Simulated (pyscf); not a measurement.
Single points on ωB97X-D3(BJ)/def2-SVP structures (PySCF, gas phase).

**Question.** Estimate by transition-state theory the rate constant of water (H₂O) + HO–BH–OH -> boric acid (HO–B(OH)–OH) + hydrogen (H₂) (singlet surface; H–O, B–H broken, B–O, H–H formed) at 1200 K, with ωB97M-D3(BJ)/def2-TZVP energies (ideal gas, 1 atm, RRHO with modes under 100 cm⁻¹ raised to 100, one conformer, R ln 2 for chiral ones without a mode under 150 cm⁻¹; no tunnelling).

**Answer.** The electronic barrier is 29.0 kcal/mol and the thermal terms add +37.9, so ΔG‡ = 66.9 kcal/mol. With k_BT/h = 2.50e+13 s⁻¹ and RT = 2.385 kcal/mol, and a volume of 1.64e-19 cm³ per molecule at 1 atm, k = 2.6e-18 cm³ molecule⁻¹ s⁻¹. Wigner's tunnelling factor for 1462i cm⁻¹ would be 1.13. A shift of 1 kcal/mol in the barrier changes k by a factor 1.5. The reactants may also form a dative adduct at HO–BH–OH; it and routes through it were not searched. At the saddle there is also a short B–H contact that neither side keeps. The same reactants have a lower exit, to HO–BH–OH + H₂O (barrier +20.9 kcal/mol at ωB97M-D3(BJ)/def2-TZVP, against +29.0 kcal/mol here). This is the saddle that the search found; another between the same sides may lie lower.
